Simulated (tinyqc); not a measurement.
MP2 on RHF in the sto-3g basis, for CH3+, spin multiplicity 1, step by step. One step of it, computed by the program tinyqc.

Problem. Second-order Moller-Plesset energy. E2 = sum_ijab (ia|jb) [2 (ia|jb) - (ib|ja)] / (e_i + e_j - e_a - e_b) over occupied i, j and virtual a, b; the opposite-spin part is (ia|jb)^2 / denominator, the rest is same-spin, and SCS-MP2 scales them by 6/5 and 1/3.

orbital energies (hartree): MO1 -11.564317, MO2 -1.215811, MO3 -0.894320, MO4 -0.894093, MO5 -0.209397, MO6 0.123712, MO7 0.232740, MO8 0.233299

Two-electron integrals over orbitals (pq|rs), unique and non-zero (hartree):
```
(11|11) 3.507552    (21|11) -0.309662   (21|21) 0.043086    (22|11) 0.735985
(22|21) -0.010908   (22|22) 0.519238    (31|31) 0.010047    (32|31) 0.015448
(32|32) 0.116175    (33|11) 0.644234    (33|21) -0.004683   (33|22) 0.494843
(33|33) 0.526722    (41|11) -0.000155   (41|21) 0.000017    (41|22) -0.000022
(41|33) -0.002837   (41|41) 0.010048    (42|11) 0.000017    (42|21) -0.000011
(42|22) -0.000136   (42|33) -0.043932   (42|41) 0.015442    (42|42) 0.116052
(43|31) -0.002827   (43|32) -0.043905   (43|43) 0.040771    (44|11) 0.644164
(44|21) -0.004686   (44|22) 0.494694    (44|33) 0.444991    (44|41) 0.002846
(44|42) 0.044014    (44|44) 0.526723    (51|11) -0.020342   (51|21) 0.002580
(51|22) -0.001596   (51|33) -0.000675   (51|41) 1.77e-06    (51|42) 2.76e-07
(51|44) -0.000674   (51|51) 0.021746    (52|11) 0.013958    (52|21) -0.000914
(52|22) 0.000405    (52|33) 0.000951    (52|41) -1.38e-07   (52|42) 2.01e-06
(52|44) 0.000952    (52|51) 0.025002    (52|52) 0.100743    (53|31) 0.000452
(53|32) -0.001299   (53|43) 0.001974    (53|53) 0.023272    (54|11) 0.000021
(54|21) -9.19e-07   (54|22) 0.000008    (54|33) 0.001980    (54|41) 0.000452
(54|42) -0.001299   (54|44) -0.001972   (54|51) 0.000013    (54|52) 0.000039
(54|54) 0.023268    (55|11) 0.850750    (55|21) -0.009653   (55|22) 0.553922
(55|33) 0.500451    (55|41) -4.42e-06   (55|42) 0.000006    (55|44) 0.500399
(55|51) 0.002471    (55|52) 0.017254    (55|54) 0.000019    (55|55) 0.672252
(61|11) -0.265166   (61|21) 0.037451    (61|22) -0.008943   (61|33) -0.003724
(61|41) 0.000061    (61|42) 0.000059    (61|44) -0.003703   (61|51) 0.000642
(61|52) -0.002559   (61|54) 4.35e-07    (61|55) -0.007186   (61|61) 0.032708
(62|11) 0.259171    (62|21) -0.009369   (62|22) 0.084966    (62|33) 0.056379
(62|41) 0.000030    (62|42) 0.000112    (62|44) 0.056307    (62|51) -0.002479
(62|52) -0.002466   (62|54) 0.000013    (62|55) 0.132850    (62|61) -0.007532
(62|62) 0.071703    (63|31) 0.004983    (63|32) -0.026500   (63|43) 0.033035
(63|53) 0.002506    (63|63) 0.059240    (64|11) 0.001054    (64|21) -0.000026
(64|22) 0.000428    (64|33) 0.033427    (64|41) 0.004969    (64|42) -0.026722
(64|44) -0.032880   (64|51) -1.09e-06   (64|52) 0.000022    (64|54) 0.002522
(64|55) 0.000548    (64|61) 1.42e-06    (64|62) 0.000405    (64|64) 0.059636
(65|11) -0.019576   (65|21) -0.000094   (65|22) -0.009841   (65|33) -0.005173
(65|41) 3.88e-06    (65|42) 0.000028    (65|44) -0.005145   (65|51) 0.019702
(65|52) 0.066758    (65|54) 0.000096    (65|55) -0.006865   (65|61) -0.001565
(65|62) -0.011551   (65|64) -0.000041   (65|65) 0.050050    (66|11) 0.589196
(66|21) -0.008541   (66|22) 0.446744    (66|33) 0.444510    (66|41) 0.000076
(66|42) 0.000671    (66|44) 0.445160    (66|51) -0.003923   (66|52) -0.011110
(66|54) -0.000031   (66|55) 0.453467    (66|61) -0.006564   (66|62) 0.027664
(66|64) -0.000244   (66|65) -0.010193   (66|66) 0.442340    (71|11) 0.000940
(71|21) -0.000140   (71|22) 0.000010    (71|33) -0.003119   (71|41) 0.013454
(71|42) 0.019213    (71|44) 0.003162    (71|51) -2.84e-06   (71|52) 0.000008
(71|54) 0.000618    (71|55) 0.000024    (71|61) -0.000059   (71|62) 0.000070
(71|64) 0.006384    (71|65) 0.000010    (71|66) 0.000126    (71|71) 0.018074
(72|11) -0.001010   (72|21) 0.000031    (72|22) -0.000341   (72|33) 0.017170
(72|41) 0.010658    (72|42) 0.021469    (72|44) -0.017577   (72|51) 0.000008
(72|52) 7.44e-07    (72|54) 0.003538    (72|55) -0.000507   (72|61) 0.000072
(72|62) -0.000140   (72|64) 0.042756    (72|65) 0.000041    (72|66) -0.000151
(72|71) 0.013566    (72|72) 0.048805    (73|31) 0.002904    (73|32) 0.043893
(73|43) -0.014377   (73|53) -0.001917   (73|63) -0.029555   (73|73) 0.035092
(74|11) 0.266496    (74|21) -0.005765   (74|22) 0.095454    (74|33) 0.083563
(74|41) -0.002934   (74|42) -0.043673   (74|44) 0.055118    (74|51) 0.000011
(74|52) 0.006793    (74|54) 0.001912    (74|55) 0.133403    (74|61) -0.004628
(74|62) 0.076131    (74|64) 0.029760    (74|65) -0.005487   (74|66) 0.026664
(74|71) -0.003949   (74|72) 0.005620    (74|74) 0.122237    (75|11) 0.000052
(75|21) 3.20e-08    (75|22) 0.000018    (75|33) -0.003428   (75|41) 0.001102
(75|42) 0.007947    (75|44) 0.003463    (75|51) -0.000070   (75|52) -0.000244
(75|54) 0.018282    (75|55) 0.000011    (75|61) 0.000010    (75|62) 0.000041
(75|64) -0.004025   (75|65) -0.000113   (75|66) 0.000084    (75|71) 0.001434
(75|72) 0.000890    (75|74) -0.003572   (75|75) 0.019050    (76|11) 0.000183
(76|21) -8.27e-07   (76|22) -0.000054   (76|33) -0.051555   (76|41) 0.012497
(76|42) 0.104959    (76|44) 0.051781    (76|51) 0.000012    (76|52) 0.000042
(76|54) -0.004070   (76|55) 0.000058    (76|61) 0.000055    (76|62) 0.000073
(76|64) -0.055049   (76|65) 0.000053    (76|66) 0.000836    (76|71) 0.015949
(76|72) -0.007028   (76|74) -0.054940   (76|75) 0.007666    (76|76) 0.126158
(77|11) 0.681162    (77|21) -0.007831   (77|22) 0.482532    (77|33) 0.440715
(77|41) -0.000071   (77|42) 0.031168    (77|44) 0.512279    (77|51) -0.000506
(77|52) 0.001950    (77|54) -0.002754   (77|55) 0.491819    (77|61) -0.006037
(77|62) 0.051381    (77|64) -0.042657   (77|65) -0.003368   (77|66) 0.453672
(77|71) -0.000345   (77|72) -0.028142   (77|74) 0.044187    (77|75) 0.003019
(77|76) 0.051798    (77|77) 0.525761    (81|31) 0.013458    (81|32) 0.019223
(81|43) -0.003122   (81|53) 0.000618    (81|63) 0.006407    (81|73) 0.003931
(81|81) 0.018085    (82|31) 0.010654    (82|32) 0.021389    (82|43) 0.017416
(82|53) 0.003540    (82|63) 0.042742    (82|73) -0.006205   (82|81) 0.013564
(82|82) 0.048817    (83|11) 0.266474    (83|21) -0.005770   (83|22) 0.095322
(83|33) 0.055045    (83|41) 0.002920    (83|42) 0.043803    (83|44) 0.083666
(83|51) 0.000011    (83|52) 0.006795    (83|54) -0.001902   (83|55) 0.133369
(83|61) -0.004604   (83|62) 0.076122    (83|64) -0.029232   (83|65) -0.005458
(83|66) 0.027370    (83|71) 0.003970    (83|72) -0.006321   (83|74) 0.055303
(83|75) 0.003613    (83|76) 0.055289    (83|77) 0.078497    (83|83) 0.122401
(84|31) 0.002928    (84|32) 0.043824    (84|43) -0.014262   (84|53) -0.001906
(84|63) -0.029341   (84|73) 0.032388    (84|81) 0.003962    (84|82) -0.006036
(84|84) 0.034894    (85|31) 0.001102    (85|32) 0.007951    (85|43) -0.003435
(85|53) 0.018283    (85|63) -0.003999   (85|73) 0.003610    (85|81) 0.001435
(85|82) 0.000888    (85|84) 0.003598    (85|85) 0.019051    (86|31) 0.012499
(86|32) 0.104818    (86|43) -0.051315   (86|53) -0.004048   (86|63) -0.054411
(86|73) 0.055257    (86|81) 0.015956    (86|82) -0.006907   (86|84) 0.055081
(86|85) 0.007642    (86|86) 0.125456    (87|31) -0.000061   (87|32) -0.032264
(87|43) 0.036269    (87|53) 0.002795    (87|63) 0.043318    (87|73) -0.017907
(87|81) 0.000203    (87|82) 0.028027    (87|84) -0.017748   (87|85) -0.003084
(87|86) -0.052683   (87|87) 0.043323    (88|11) 0.681334    (88|21) -0.007835
(88|22) 0.482678    (88|33) 0.512679    (88|41) -0.000021   (88|42) -0.031884
(88|44) 0.440368    (88|51) -0.000506   (88|52) 0.001951    (88|54) 0.002789
(88|55) 0.491906    (88|61) -0.006039   (88|62) 0.051539    (88|64) 0.043514
(88|65) -0.003394   (88|66) 0.453018    (88|71) 0.000280    (88|72) 0.027791
(88|74) 0.078790    (88|75) -0.003053   (88|76) -0.052496   (88|77) 0.440858
(88|83) 0.043726    (88|88) 0.526544
```

Hartree-Fock energy = -38.76170452 hartree

Give: Terms; Pair energies; MP2 correlation energy; SCS-MP2 correlation energy; MP2 total energy.

Solution.

Terms (the 40 largest of 136):
```
i  j  a  b  (ia|jb)  (ib|ja)  denominator       term
3  3  8  8   0.1224   0.1224      -2.2552    -0.0066
4  4  7  7   0.1222   0.1222      -2.2537    -0.0066
2  2  5  5   0.1007   0.1007      -2.0128    -0.0050
4  2  7  6   0.0761   0.0428      -2.4664    -0.0034
2  4  6  7   0.0761   0.0428      -2.4664    -0.0034
2  3  6  8   0.0761   0.0427      -2.4671    -0.0034
3  2  8  6   0.0761   0.0427      -2.4671    -0.0034
2  2  6  6   0.0717   0.0717      -2.6790    -0.0019
4  3  7  8   0.0553   0.0324      -2.2545    -0.0019
3  4  8  7   0.0553   0.0324      -2.2545    -0.0019
4  4  6  6   0.0596   0.0596      -2.0356    -0.0017
3  3  6  6   0.0592   0.0592      -2.0361    -0.0017
2  2  8  8   0.0488   0.0488      -2.8982    -0.0008
2  2  7  7   0.0488   0.0488      -2.8971    -0.0008
3  3  7  7   0.0351   0.0351      -2.2541    -0.0005
4  4  8  8   0.0349   0.0349      -2.2548    -0.0005
4  4  6  7   0.0298   0.0298      -2.1446  -4.13e-04
4  4  7  6   0.0298   0.0298      -2.1446  -4.13e-04
3  3  7  6  -0.0296  -0.0296      -2.1451  -4.07e-04
3  3  6  7  -0.0296  -0.0296      -2.1451  -4.07e-04
4  3  8  6  -0.0293  -0.0292      -2.1454  -4.03e-04
3  4  6  8  -0.0293  -0.0292      -2.1454  -4.03e-04
3  4  8  6  -0.0292  -0.0293      -2.1454  -3.97e-04
4  3  6  8  -0.0292  -0.0293      -2.1454  -3.97e-04
4  4  5  5   0.0233   0.0233      -1.3694  -3.95e-04
3  3  5  5   0.0233   0.0233      -1.3698  -3.95e-04
2  4  7  6   0.0428   0.0761      -2.4664  -1.63e-04
4  2  6  7   0.0428   0.0761      -2.4664  -1.63e-04
3  2  6  8   0.0427   0.0761      -2.4671  -1.62e-04
2  3  8  6   0.0427   0.0761      -2.4671  -1.62e-04
3  4  7  8   0.0324   0.0553      -2.2545  -1.36e-04
4  3  8  7   0.0324   0.0553      -2.2545  -1.36e-04
2  1  5  5   0.0250   0.0250     -12.3613  -5.06e-05
1  2  5  5   0.0250   0.0250     -12.3613  -5.06e-05
1  1  6  6   0.0327   0.0327     -23.3761  -4.58e-05
3  2  8  5   0.0068   0.0035      -2.1340  -3.20e-05
2  3  5  8   0.0068   0.0035      -2.1340  -3.20e-05
4  2  7  5   0.0068   0.0035      -2.1332  -3.20e-05
2  4  5  7   0.0068   0.0035      -2.1332  -3.20e-05
1  1  5  5   0.0217   0.0217     -22.7098  -2.08e-05
```

Pair energies (hartree; pair i-j sums ij and ji):
```
pair  opposite spin  same spin
1-1       -9.43e-05          0
2-1       -1.67e-04  -1.01e-09
2-2         -0.0086          0
3-1       -1.46e-05  -1.90e-05
3-2         -0.0063    -0.0009
3-3         -0.0101          0
4-1       -1.46e-05  -1.90e-05
4-2         -0.0063    -0.0009
4-3         -0.0053  -4.66e-04
4-4         -0.0101          0
```

MP2 correlation energy = -0.049352 hartree

SCS-MP2 correlation energy = -0.057203 hartree

MP2 total energy = -38.811057 hartree
